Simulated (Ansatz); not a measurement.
Titanium, hcp: convergence with the plane-wave cutoff

Computed with Ansatz, LDA, scalar-relativistic PAW, on the relaxed cell (a = 2.864 Å, c = 4.540 Å (c/a = 1.585); spin not included). Errors count from a run at 420 eV on a Γ-centred 21×21×12 mesh with Fermi-Dirac smearing of 0.1 eV, extrapolated to zero width. Fixed here: mesh 13×13×7, Fermi-Dirac width 0.1 eV. The pressure holds a Pulay correction and is unreliable far below the recommended cutoff. The SCF starts from atomic densities corrected by a trained network.

```csv
cutoff (eV),E(σ→0) error (meV/atom),P (GPa),SCF iterations
150,23566.5,-36.67,7
200,5587.2,14.88,6
250,1061.4,-3.09,6
300,163.1,-0.26,6
350,15.6,-0.01,6
420,0.3,-0.03,6
500,0.0,-0.03,6
800,-0.6,-0.03,6
```

Q: What does the run at 600 give (cutoff)?

A: E(σ→0) error (meV/atom): -0.3; P (GPa): -0.03; SCF iterations: 6.

Within 5 meV/atom of the last row: from 420 eV on.
